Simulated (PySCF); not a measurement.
A species of formula C2H3F3 has this rotational fingerprint, computed with PBE0-D3(BJ)/def2-SVP geometry optimisation, gas phase in PySCF 2.14.0:

| Quantity | Value |
| --- | --- |
| Rotational constants | A = 5528, B = 5223, C = 5221 MHz |
| Dipole components | \|μa\| = 2.17 D, \|μb\| = 0.00 D, \|μc\| = 0.00 D |
| Inertial defect | -91.38 u·Å² |
| κ | -0.99 |

**Question.** Which candidate fits, each taken in the one conformer that was computed?
A. `[F:1][CH2:2][CH:3]([F:4])[F:5]` with F1–C2–C3–F4 174°
B. 1,1,1-trifluoroethane, `CC(F)(F)F`

**Answer.** B. It is CC(F)(F)F, a prolate symmetric top, point group C3v. The candidates at the same level (rigid rotor, commonest isotopes):

```tsv
SMILES	A (MHz)	B (MHz)	C (MHz)	μa (D)	μb (D)	μc (D)	Δ (u·Å²)	point group	rotor
CC(F)(F)F	5528	5223	5221	2.17	0.00	0.00	-91.38	C3v	prolate symmetric top
FCC(F)F	9185	3666	2828	0.21	1.39	0.32	-14.19	C1	asymmetric top
```

`FCC(F)F` has A 66 % too high. In the right answer the symmetry axis of this C3v structure is a, so μb and μc vanish by symmetry. No structure here is proved a minimum.
